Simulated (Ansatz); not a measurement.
## PbSeO4 (P2₁/c, No. 14)

Calculation: r²SCAN+rVV10 (Ansatz, a program for electronic structure, PAW).

Numerical settings: plane-wave cutoff 500 eV, 8×6×6 k mesh (along the axes of the cell as run), Fermi–Dirac smearing 0.05 eV, scalar-relativistic PAW data made under PBE.

Cell (relaxed at this level):

```
CELL_PARAMETERS angstrom
      6.92517     0.00000    -0.02248
      0.00000     7.37742     0.00000
     -5.32811     0.00000     6.94838
ATOMIC_POSITIONS crystal
  Pb 0.18203 0.14872 0.78224
  Pb 0.81797 0.64872 0.71776
  Pb 0.81797 0.85128 0.21776
  Pb 0.18203 0.35128 0.28224
  Se 0.68297 0.16445 0.80428
  Se 0.31703 0.66445 0.69572
  Se 0.31703 0.83555 0.19572
  Se 0.68297 0.33555 0.30428
  O  0.80920 0.00273 0.76358
  O  0.19080 0.50273 0.73642
  O  0.19080 0.99727 0.23642
  O  0.80920 0.49727 0.26358
  O  0.86423 0.34314 0.88057
  O  0.13577 0.84314 0.61943
  O  0.13577 0.65686 0.11943
  O  0.86423 0.15686 0.38057
  O  0.65493 0.11139 0.97436
  O  0.34507 0.61139 0.52564
  O  0.34507 0.88861 0.02564
  O  0.65493 0.38861 0.47436
  O  0.40028 0.20714 0.61618
  O  0.59972 0.70714 0.88382
  O  0.59972 0.79286 0.38382
  O  0.40028 0.29286 0.11618
```

- band gap = 4.02 eV (on the SCF k mesh)

Spin–orbit coupling is not included; with these elements it can move the gap by several tenths of an eV or more.
